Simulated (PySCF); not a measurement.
# The bond of CN−, level by level

An exercise on one series of results from a longer session: the logs are not shown, and one member is left open.

The runs use PySCF 2.14.0; C def2-SVPD, N def2-SVPD, no relativity.

1 further run of the same task is left out (set aside as unsound or not needed).

The first run:

The job is set up so:

```
atoms                         : C, N
charge                        : -1
basis                         : C def2-SVPD, N def2-SVPD
Hamiltonian                   : no relativity
basis functions               : 40
electrons treated             : 14
masses in u                   : 12.0000, 14.0031
levels                        : PBE0, PBE, r²SCAN, PW91, BLYP, BHandHLYP, ωB97X, HF, MP2, SCS-MP2, CCSD, CCSD(T)
grid                          : 80 radial by 434 angular points
occupations                   : held fixed by the projection of orbital angular momentum
dissociation limit            : C− + N, each in its ground configuration
starting distance in angstrom : 1.465
values of 2S to try           : 0, 2, 4
```

Command:

```sh
$ OMP_NUM_THREADS=1 python dia.py task.json out
```

Steps of the session up to this table: Input; First curve: PBE0; PBE (GGA); r²SCAN (meta-GGA); PW91; BLYP; BHandHLYP; ωB97X (range-separated hybrid); RHF (mean field); Correlated methods on the Hartree–Fock reference.

One table of the session follows, with a row left open; its other results are not shown here.

It belongs to the step «The curves together». Energy (eV) from each level's lowest point:

| R (Å) | RHF | RHF-MP2 | RHF-SCS-MP2 | RHF-CCSD | RHF-CCSD(T) |
| --- | --- | --- | --- | --- | --- |
| 1.010 | 1.905 | 2.592 | 2.547 | n/a | n/a |
| 1.058 | 0.768 | 1.271 | 1.235 | 1.152 | 1.224 |
| 1.105 | ? | ? | ? | ? | ? |
| 1.140 | 0.000 | 0.154 | 0.138 | 0.109 | 0.132 |
| 1.175 | 0.013 | 0.007 | 0.000 | 0.000 | 0.000 |
| 1.210 | 0.175 | 0.000 | 0.003 | 0.038 | 0.013 |
| 1.257 | 0.570 | 0.158 | 0.176 | 0.264 | 0.203 |
| 1.316 | 1.275 | 0.543 | 0.583 | 0.750 | 0.640 |
| 1.387 | 2.323 | 1.171 | 1.241 | 1.527 | 1.350 |
| 1.480 | 3.901 | 2.126 | 2.242 | n/a | n/a |

**Question.** Estimate the row for R (Å) = 1.105.

Worked estimate for «RHF». A straight line through the neighbours (1.058, 0.768) and (1.140, 0.000) gives 0.768 + (0.000 − 0.768) × (1.105 − 1.058) / (1.140 − 1.058) = 0.328; a parabola fitted to 4 rows on both sides gives 0.157.

As computed: RHF: 0.173; RHF-MP2: 0.481; RHF-SCS-MP2: 0.456; RHF-CCSD: 0.401; RHF-CCSD(T): 0.446. In «RHF» the line misses by +0.155 and the parabola by -0.016.
